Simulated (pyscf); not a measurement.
# Addition across a multiple bond or ene-type step: HB=NH (SMILES B=N) + H₂O (SMILES O) → H₂N–BH–OH (SMILES NBO)

Gas phase, singlet surface, charge 0. Bonds broken: O5–H6. Bonds formed: B1–O5, N2–H6. PySCF, gas phase, ωB97X-D3(BJ)/def2-SVP geometries. Correlated levels are frozen-core, on RHF or UHF. ΔMP2 is the change of the MP2 total energy from the triple- to the quadruple-zeta basis.

Transition state (Å):

```xyz
7

B     -0.3631     0.2816     0.1944
N      0.3467    -0.3687    -0.7365
H     -0.3680     1.1881     0.9847
H      1.2678    -0.1468    -1.0912
O     -1.6853    -0.5962     0.1075
H     -0.9833    -1.0544    -0.6118
H     -1.8173    -1.1614     0.8830
```

One imaginary mode, 970i cm⁻¹; descent along it reached the two sides named, in the forms told below.

| bond | change | reactant side (Å) | saddle | product side |
|---|---|---|---|---|
| O5–H6 | breaks | 0.985 | 1.105 | 2.6 |
| B1–O5 | forms | 1.683 | 1.589 | 1.374 |
| N2–H6 | forms | 2.040 | 1.502 | 1.013 |

Electronic energies relative to the separated reactants (kcal/mol):

```tsv
level	barrier	reaction energy	reverse barrier
ωB97X-D3(BJ)/def2-TZVP	4.1	-64.7	68.8
PBE/def2-TZVP	-0.1	-62.3	62.2
r²SCAN/def2-TZVP	0.7	-65.3	66.0
B3LYP-D3(BJ)/def2-TZVP	5.1	-62.3	67.5
PBE0-D3(BJ)/def2-TZVP	0.4	-66.2	66.7
M06-2X/def2-TZVP	3.0	-64.7	67.8
ωB97M-D3(BJ)/def2-TZVP	4.4	-62.7	67.1
HF/def2-TZVP	16.4	-64.7	81.2
MP2/def2-QZVPP	6.4	-59.8	66.3
CCSD/def2-TZVPP	8.2	-61.4	69.7
CCSD(T)/def2-TZVPP	6.6	-60.5	67.1
CCSD(T)/def2-TZVPP + ΔMP2(QZVPP)	7.2	-60.1	67.3
```

With CCSD(T)/def2-TZVPP + ΔMP2(QZVPP) energies and thermal terms (ideal gas, 1 atm, RRHO with modes under 100 cm⁻¹ raised to 100, one conformer, R ln 2 for chiral ones without a mode under 150 cm⁻¹), in kcal/mol:

| T (K) | ΔH‡ | ΔG‡ | ΔH | ΔG |
|---|---|---|---|---|
| 298 | 6.6 | 16.2 | -57.0 | -47.3 |
| 600 | 5.8 | 26.3 | -57.4 | -37.3 |
| 900 | 5.9 | 36.5 | -57.1 | -27.3 |
| 1200 | 6.2 | 46.6 | -56.4 | -17.5 |

On the reactant side the descent ends in an adduct with a B–O contact, 1.1 kcal/mol over the separated species and 3.1 kcal/mol under the saddle at ωB97X-D3(BJ)/def2-TZVP. What is counted as formed (B–O) is already present as a longer contact in the reactant adduct; forming that adduct is a step of its own. This is the saddle that the search found; another between the same sides may lie lower. The CCSD(T) − MP2 part came from Ansatz, without density fitting, on the same reference.
